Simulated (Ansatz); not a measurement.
System (SMILES): FOF.
Atoms: F1, O2, F3. Bonds: F1-O2, O2-F3.

Basis-set convergence of the lowest harmonic wavenumber at PBE with Ansatz (a program for electronic structure). Each level at its own minimum, finite differences of forces, unscaled; the reference is a large set that could be run, not a limit. All functions are spherical. No added dispersion term, no relativity. Reference: the value in def2-QZVPP, 451 cm⁻¹. Deviations are taken from unrounded values.

```tsv
basis	functions	lowest harmonic wavenumber (cm⁻¹)
cc-pVDZ	42	436
aug-cc-pVDZ	69	444
def2-SVP	42	454
def2-SVPD	69	455
pcseg-1	42	432
aug-pcseg-1	69	442
6-311G**	54	441
6-311+G**	66	440
cc-pVTZ	90	451
aug-cc-pVTZ	138	451
pcseg-2	90	448
aug-pcseg-2	138	450
def2-TZVPP	93	450
def2-TZVPPD	120	451
```

What the diffuse functions change, pair by pair:
- cc-pVDZ to aug-cc-pVDZ: 27 more functions, deviation -14 to -6 cm⁻¹
- def2-SVP to def2-SVPD: 27 more functions, deviation 3 to 5 cm⁻¹
- pcseg-1 to aug-pcseg-1: 27 more functions, deviation -18 to -8 cm⁻¹
- 6-311G** to 6-311+G**: 12 more functions, deviation -9 to -10 cm⁻¹
- cc-pVTZ to aug-cc-pVTZ: 48 more functions, deviation 0 to 0 cm⁻¹
- pcseg-2 to aug-pcseg-2: 48 more functions, deviation -2 to -1 cm⁻¹
- def2-TZVPP to def2-TZVPPD: 27 more functions, deviation 0 to 0 cm⁻¹

They bring the value nearer the reference by more than 1 cm⁻¹ in 3 of 7 pairs.
